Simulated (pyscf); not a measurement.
H₃Si–Te–SiH₃ + aluminium trichloride (Cl–Al(Cl)–Cl) → H₃Si–Cl + H₃Si–Te–Al(Cl)–Cl (four-centre exchange; singlet surface; Si–Te, Al–Cl broken, Cl–Si, Al–Te formed). Structures and frequencies: ωB97X-D3(BJ)/def2-SVP in PySCF. Energies in eV from the separated reactants.

```
level                   barrier  reaction energy
----------------------  -------  ---------------
ωB97X-D3(BJ)/def2-TZVP        ?                ?
PBE/def2-TZVP              0.26            +0.04
PBE0-D3(BJ)/def2-TZVP         ?            +0.01
M06-2X/def2-TZVP           0.20            -0.01
ωB97M-D3(BJ)/def2-TZVP     0.24            +0.02
HF/def2-TZVP               1.11            +0.04
```

Task: Some entries are withheld; supply them.

Result: 
- ωB97X-D3(BJ)/def2-TZVP, barrier: -0.16
- ωB97X-D3(BJ)/def2-TZVP, reaction energy: -0.01
- PBE0-D3(BJ)/def2-TZVP, barrier: 0.03

On the reactant side the descent ends in an adduct with a Al–Te contact, 1.26 eV under the separated species and 1.10 eV under the saddle at ωB97X-D3(BJ)/def2-TZVP. On the product side the descent ends in an adduct with a Al–Cl contact, 0.63 eV under the separated species and 0.49 eV under the saddle at ωB97X-D3(BJ)/def2-TZVP. At ωB97X-D3(BJ) the saddle lies under the separated reactants, which points to a path from their complex (located at ωB97X-D3(BJ) alone). At ωB97X-D3(BJ) the saddle lies under the separated products, which points to a path from their complex (located at ωB97X-D3(BJ) alone), and parting the products costs more than the saddle. What is counted as formed (Al–Te) is already present as a longer contact in the reactant adduct; forming that adduct is a step of its own. What is counted as broken (Al–Cl) persists as a longer contact in the product adduct; parting that adduct is a step of its own. One saddle was located; it need not be the lowest between these sides. Elements past Kr carry the def2 core potentials, without spin-orbit coupling.
